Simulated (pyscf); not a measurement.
Single points on ωB97X-D3(BJ)/def2-SVP structures (PySCF, gas phase).

For the elementary gas-phase step `[O]=[GaH]` + `[OH2]` → `[O]=[Ga][OH]` + `[H][H]` (singlet surface; Ga–H, H–O broken, Ga–O, H–H formed), what barrier and reaction energy does ωB97M-D3(BJ)/def2-TZVP give, measured from the separated reactants?

ΔE‡ = 1.18 eV, ΔE = -0.07 eV. Zero-point energy shifts the barrier by -0.05 eV. It is a four-centre exchange, with an imaginary mode of 1458i cm⁻¹. On the reactant side the descent ends in an adduct with a Ga–O contact (not fully relaxed), 0.70 eV under the separated species and 1.84 eV under the saddle at ωB97X-D3(BJ)/def2-TZVP. What is counted as formed (Ga–O) is already present as a longer contact in the reactant adduct; forming that adduct is a step of its own. At the saddle there is also a short Ga–H contact that neither side keeps. O=GaH lies 2.09 eV over its isomer HO–Ga [singlet] (electronic energy, ωB97M-D3(BJ)/def2-TZVP). One saddle was located; it need not be the lowest between these sides. Elements up to Kr have no core potential and no relativistic terms here.
